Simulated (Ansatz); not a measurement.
Start from `BCCl` and change one atom or group to get `BC[SiH3]`.

Ansatz, PBE0-D4/def2-TZVP geometries, multiplicity 1. 

```json
{"property": "ideal-gas entropy at 298 K and 1 bar (rigid rotor, harmonic PBE0-D4/def2-TZVP) / J/(mol·K)", "`BCCl`": "280"}
{"property": "HOMO–LUMO gap (PBE0/def2-TZVPP) / eV", "`BCCl`": "6.41"}
{"property": "HOMO energy (B3LYP/def2-TZVPP) / eV", "`BCCl`": "-7.94"}
{"property": "LUMO energy (ωB97M-V/def2-TZVPP) / eV", "`BCCl`": "0.17"}
{"property": "HOMO energy (PBE0/def2-TZVPP) / eV", "`BCCl`": "-8.20"}
{"property": "LUMO energy (PBE0/def2-TZVPP) / eV", "`BCCl`": "-1.79"}
```

(1) What does the change do to each property? (Estimate.)

## Answers

(1) Ansatz gave: 
| property | `BC[SiH3]` | shift |
| --- | --- | --- |
| ideal-gas entropy at 298 K and 1 bar (rigid rotor, harmonic PBE0-D4/def2-TZVP) / J/(mol·K) | 303 | 23 |
| HOMO–LUMO gap (PBE0/def2-TZVPP) / eV | 7.68 | 1.27 |
| HOMO energy (B3LYP/def2-TZVPP) / eV | -8.82 | -0.88 |
| LUMO energy (ωB97M-V/def2-TZVPP) / eV | 0.52 | 0.35 |
| HOMO energy (PBE0/def2-TZVPP) / eV | -9.05 | -0.85 |
| LUMO energy (PBE0/def2-TZVPP) / eV | -1.37 | 0.42 |

With PBE0 the HOMO falls by 0.85 eV and the LUMO rises by 0.42 eV, so the gap widens by about 1.27 eV. PBE moves the HOMO by -0.87 eV and ωB97M-V by -0.78 eV. The zero-point energy changes by 64.2 kJ/mol with +9 modes.

B3LYP here is the variant with VWN-RPA as its local correlation; programs differ in this.
